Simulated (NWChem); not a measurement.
# sulfur dioxide (SO$_{2}$); SMILES O=S=O

```xyz
3

O      1.2504     0.0000     0.3736
S      0.0000     0.0000    -0.3691
O     -1.2504     0.0000     0.3736
```
Atoms are numbered in this order, from 1.

Computed with NWChem. Structure relaxed at the PBE0/def2-SVP level. Isolated, static molecule.

GIAO at PBE/pcSseg-1: principal shieldings of O1 are -936.4, -268.2, 95.1 ppm; an isolated water molecule has σ = 334.6 ppm at the same levels.

Find the isotropic 17O shift, its principal values, the span and the skew.


1. σ(iso) = one third of the sum = -369.8 ppm.
2. δ = σ(reference) − σ = 704.4 ppm against water.
3. δ11, δ22, δ33 = 1271.0, 602.8, 239.5 ppm.
4. Span Ω = δ11 − δ33 = 1031.5 ppm; skew κ = 3(δ22 − δ(iso))/Ω = -0.30.
